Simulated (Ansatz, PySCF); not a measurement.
System: CH5Si, charge 0, doublet. CH5Si (SMILES C[SiH2], doublet).
B3LYP-D3(BJ)/def2-TZVP minimum from Ansatz (a quantum-chemistry and plane-wave program):
```
C
H 1 1.0909
H 1 1.0909 2 108.23
H 1 1.0938 2 108.08 3 116.82
Si 1 1.8820 2 110.96 3 -121.97
H 5 1.4873 1 111.50 2 -58.56
H 5 1.4873 6 109.34 1 123.76
```
Charge 0, spin multiplicity 2.

Atomisation energy term by term, kcal/mol (programs: Ansatz). UHF or UKS for unpaired electrons; spin-orbit terms are left out. Correlated methods leave the cores frozen. Rows without X2C or -DK are non-relativistic. CBS(X,Y): correlation extrapolated as X^-3, Hartree-Fock from the larger set (Q,5: extrapolated as (X+1)exp(-9√X)). A bracket is a step between two methods taken in the basis named. '+ core + X2C': CCSD(T) terms for core correlation (cc-pwCVTZ, 1s frozen past Ne) and scalar relativity (cc-pVTZ-DK). Where a partner has so few electrons that a lower coupled-cluster level is exact, that level stands in.

| term | basis | kcal/mol |
|---|---|---|
| Hartree-Fock | CBS(cc-pV(Q+d)Z,cc-pV(5+d)Z) | 412.99 |
| CCSD correlation | CBS(cc-pV(Q+d)Z,cc-pV(5+d)Z) | 113.12 |
| (T) | CBS(cc-pV(Q+d)Z,cc-pV(5+d)Z) | 4.66 |
| CCSDT(Q) - CCSD(T) | cc-pV(D+d)Z | 0.26 |
| core correlation | cc-pwCVTZ | 0.88 |
| scalar relativity | X2C, cc-pVTZ-DK | -0.78 |
| minus zero-point energy | Hessian by PySCF at B3LYP-D3(BJ)/def2-TZVP | -32.08 |
| sum: D0 |  | 499.1 |
